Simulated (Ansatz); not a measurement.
The cation of C2H4Si (`C1=C[SiH2]1`) at the neutral geometry.

```yaml
crystal:
  periodic: [false, false, false]
  atoms:
    - {symbol: C, position_ang: [-0.841334, -0.464576, -0.262696]}
    - {symbol: C, position_ang: [0.299938, -0.282121, -0.920942]}
    - {symbol: Si, position_ang: [0.360954, 0.448616, 0.731181]}
    - {symbol: H, position_ang: [-1.791683, -0.940047, -0.471751]}
    - {symbol: H, position_ang: [0.683382, -0.544362, -1.899278]}
    - {symbol: H, position_ang: [0.246391, 1.912040, 0.938184]}
    - {symbol: H, position_ang: [1.103554, -0.197550, 1.839603]}
basis:
  gaussian: {orbitals: def2-QZVPP}
total_charge: 1
magnetization: {spin_polarized: true, initial_magnetization: 1}
correlation: {method: mp2}
scf: {omitted_lower_state_checks: [cluster_reference]}
```

```sh
$ ansatz run in.yaml --threads 2 --pin off --events-out ev --progress --plain --max-ram 4352MiB
```

Shortened log:

```
Functional definition: HF
  name "HF"
  cite "Fock, Z. Phys. 61, 126 (1930) doi:10.1007/BF01340294"
  parent pbe
  exchange = exact_x
  correlation = 0
these checks for a lower state are left out or cut short: cluster_reference
1794 factors; integrals over basis functions are off by at most 7.9e-4 eV
mean field evaluation 1: about -9967.9455 eV, gradient 3.6e1 eV
mean field evaluation 2: about -9967.9481 eV, gradient 3.6e1 eV
mean field evaluation 4: about -9975.8714 eV, gradient 3.7e0 eV
mean field evaluation 8: about -9976.5951 eV, gradient 4.2e-1 eV
mean field evaluation 16: about -9976.6221 eV, gradient 8.0e-1 eV
mean field evaluation 64: about -9976.7640 eV, gradient 2.3e-1 eV
mean field evaluation 96: about -9976.4510 eV, gradient 2.1e0 eV
mean field -9976.76464545 eV, -366.6393382263 hartree, gradient 2.9e-6 eV, S^2 0.776466; 15 other end points of the search recorded, 0 dependent functions left out
7 core orbitals not correlated: weight in the atoms' cores, before any rotation towards them, 1.000 or more for the frozen orbitals, at most 0.000 for the correlated occupied ones
reference -9976.76464545 eV, -366.6393382263 hartree; 8, 7 occupied and 289, 290 virtual orbitals, 1794 factors
second order -11.53995087 eV of doubles, -0.00000000 eV of singles
Total energy: -9988.30459632 eV, -367.0634235987 hartree
Checks for a lower state left out: cluster_reference
```

It took 2.1 min on 2 threads of an Intel Xeon on a shared host, with 1.1 GiB of host memory at the peak.
